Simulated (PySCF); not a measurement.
# Adding and removing an electron: BC

PBE0; B aug-cc-pVDZ, C aug-cc-pVDZ; no relativity (PySCF 2.14). Neutral (UKS): quartet (σ ↑, π ↑↑), Re = 1.489 Å, ωe = 1201 cm⁻¹, De = 4.65 eV, HOMO -8.13 eV, LUMO -4.01 eV.

BC⁻ (UKS): triplet (σ ↑, π ↑), Re = 1.438 Å, ωe = 1347 cm⁻¹, De = 5.17 eV to B + C⁻. The energies at the minima are -62.58816 hartree for BC and -62.65922 for BC⁻.

**Question.** Work out the adiabatic electron affinity, without and with harmonic zero-point energies (1 hartree = 27.2114 eV, 1 eV = 8065.5 cm⁻¹), and the change of the bond length.

**Answer.** At PBE0: 0.07106 hartree = 1.934 eV between the minima; the zero-point term (1201.0 − 1347.0)/2 cm⁻¹ = -0.009 eV makes it 1.925 eV. Re changes by -5.1 pm against the neutral. The electron enters a π orbital; the charge polarises the partner, so the anion is bound more strongly.

For an ion De counts to the pair picked by the measured ionisation energies or electron affinities, which need not be the lowest pair at this level. The highest Kohn–Sham level is positive in this anion. Much of that is self-interaction error, but it also means that the finite basis helps to hold the extra electron. States were picked by a PBE0 search and need not be the measured ground states.
